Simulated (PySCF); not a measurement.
Species: sulfuric acid, H2O4S.
Bonds: O1–S2 (double), S2–O3 (double), S2–O4, S2–O5. Hydrogens: H6 on O4; H7 on O5.

A GFN2-xTB structure was refined with PBE0-D3(BJ)/def2-SVP geometry optimisation, gas phase (PySCF). Its GFN2-xTB values:

```csv
coordinate,GFN2-xTB
O1=S2,1.416 Å
S2–O4,1.585 Å
O4–H6,0.956 Å
O1–S2–O3,121.8°
O1–S2–O4,108.5°
O1–S2–O5,107.7°
O4–S2–O5,100.7°
```

**Question.** How do these coordinates change at the PBE0-D3(BJ)/def2-SVP level?

**Answer.** 
```tsv
coordinate	PBE0-D3(BJ)/def2-SVP (Å or °)	change
S2–O4	1.608	+0.023
O1=S2	1.437	+0.021
O4–H6	0.970	+0.014
O1–S2–O3	124.8	+3.0
O1–S2–O4	105.9	-2.6
O4–S2–O5	101.5	+0.8
O1–S2–O5	108.4	+0.7
```

The energy falls by 9.2 kJ/mol over 12 energy and gradient evaluations, the largest force component goes from 0.0334 to 3.6e-04 Eh/bohr, and the atoms move by 0.057 Å rms after alignment. Among the bonds, S2–O4 and S2–O5 change most and about equally (+0.022 to +0.023 Å). Bonds longer at the end by more than 0.005 Å: 6 of 6; shorter: 0. Rotational constants go from 5209, 4928, 4884 to 4995, 4895, 4713 MHz.

The run used 84 basis functions and 78 SCF cycles in all.

Not checked by PBE0-D3(BJ)/def2-SVP frequencies. One conformer, not necessarily the lowest.

Conformer computed: `[O:1]=[S:2](=[O:3])([OH:4])[OH:5]`: H–O4–S2–O1 160°, H–O5–S2–O1 28°.
